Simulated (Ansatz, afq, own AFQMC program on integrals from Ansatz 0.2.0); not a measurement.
**CHSi, doublet in 6-31G, levels against full CI**

```
atom   x (Å)   y (Å)    z (Å)
  Si  0.0000  0.0000   1.6225
   C  0.0000  0.0000  -0.2715
   H  0.0000  0.0000  -1.3509
```

Connectivity, by distances: Si–CH.

Basis 6-31G. Noble-gas cores (and the filled d shells of Ga–Kr and In–Xe) are frozen. AFQMC by an in-house program on the Cholesky factors that Ansatz 0.2.0 writes for its CCSD(T) run. ph-AFQMC/CISD is guided by a CISD state made of CCSD amplitudes; releasing the constraint for a short imaginary time cuts its bias at the price of noise, slowly where states lie close. Uncertainties: one standard error, sampling alone.

Determinant: ROHF, the one that the program's search chose, which needn't be the lowest solution. The geometry is a point of a scan.

Full CI on the same integrals is exact in this basis and with this determinant's frozen core.

Cautions: a spin-contaminated unrestricted determinant lies lower (UHF 824 meV lower, ⟨S²⟩ 1.46); the released energies have errors that jump between times, so the bars are unsure, so no released level is given (meV from the phaseless value at times in 1/Eh: -12 ± 5 at 0.24, -17 ± 4 at 0.51, -15 ± 10 at 0.99, -33 ± 3 at 1.62, -31 ± 3 at 2.40).

```
T1 diagnostic                               : 0.0396
weight of the determinant in the CISD state : 0.843
size of the correlated space                : 9 electrons in 18 orbitals
```

```tsv
level	correlation energy (eV)
MP2	-3.6186
CCSD	-4.2521
CCSD(T)	-4.4285
```

(1) Estimate where phaseless AFQMC with the Hartree–Fock trial lies against CCSD(T) on the same integrals.

(1) 3.14 ± 0.56 kcal/mol above CCSD(T).

Reference: full CI, correlation energy -4.488 eV.

```json
{"level": "CCSD(T)", "E − E(reference) (kcal/mol)": "1.38", "share of correlation (%)": "98.67"}
{"level": "CCSDT", "E − E(reference) (kcal/mol)": "0.69", "share of correlation (%)": "99.33"}
{"level": "CCSDT(Q)", "E − E(reference) (kcal/mol)": "0.07", "share of correlation (%)": "99.94"}
{"level": "CCSDTQ", "E − E(reference) (kcal/mol)": "0.09", "share of correlation (%)": "99.91"}
{"level": "ph-AFQMC/HF", "E − E(reference) (kcal/mol)": "4.52 ± 0.56", "share of correlation (%)": "95.63"}
{"level": "ph-AFQMC/CISD", "E − E(reference) (kcal/mol)": "1.06 ± 0.11", "share of correlation (%)": "98.98"}
```

CCSDT and higher add their correlation energy to the determinant of the CCSD(T) run, since their own runs factorise the integrals more tightly (a shift of under 2 meV). A walk keeps the symmetry of its determinant, which the program's search chose and which needn't be the lowest solution, so a lower state of the same spin and another symmetry isn't excluded.
